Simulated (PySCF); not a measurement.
Frontier levels across methods

Methyl propyl ether, C₄H₁₀O.
Structure used (PBE0-D3(BJ)/def2-SVP), in Å, numbered top down from 1:
```xyz
15
C4H10O angstrom
C     -1.9764   -0.9302   -0.7530
C     -0.4682   -0.7672   -0.8337
C      0.0766    0.1845    0.2090
O      1.4624    0.2809    0.0681
C      2.0559    1.1391    0.9872
H     -2.3453   -1.6250   -1.5217
H     -2.4951    0.0310   -0.8999
H     -2.2883   -1.3260    0.2272
H     -0.1712   -0.3942   -1.8278
H      0.0343   -1.7403   -0.7072
H     -0.1887   -0.1738    1.2280
H     -0.3982    1.1842    0.0981
H      3.1386    1.1462    0.7977
H      1.8859    0.8133    2.0337
H      1.6775    2.1776    0.8943
```

Basis pcSseg-1 throughout (PySCF), one geometry. Isolated species at its PBE0-D3(BJ)/def2-SVP geometry (one conformer only).

**Question.** How do the orbital energies, the gap and the dipole change with the method?

**Answer.** 
```tsv
method	kind	HOMO (eV)	LUMO (eV)	gap (eV)	μ (D)	SCF cycles
B97-2	global hybrid	-7.04	1.59	8.63	1.12	12
PBE0	global hybrid	-7.31	1.56	8.86	1.13	12
CAM-B3LYP	range-separated hybrid	-8.75	2.38	11.13	1.17	12
BHandHLYP	global hybrid	-8.87	2.21	11.09	1.22	12
wB97X-D	range-separated hybrid	-9.24	3.39	12.63	1.17	12
LC-wPBE	range-separated hybrid	-10.06	3.74	13.81	1.23	12
```

The HOMO spans 3.02 eV, from B97-2 down to LC-wPBE, and the gap runs from 8.63 eV (B97-2) to 13.81 eV (LC-wPBE). Over the methods B97-2 (21 %), PBE0 (25 %), BHandHLYP (50 %), a straight line through the gap against the share of exact exchange rises by 0.86 eV for each 10 % (correlation coefficient 0.999). The dipole ranges from 1.12 D (B97-2) to 1.23 D (LC-wPBE). This basis has no diffuse functions.

The vertical ΔSCF ionisation energy at CAM-B3LYP/def2-SVPD is 9.84 eV; −ε(HOMO) comes closest to it with LC-wPBE (10.06 eV).
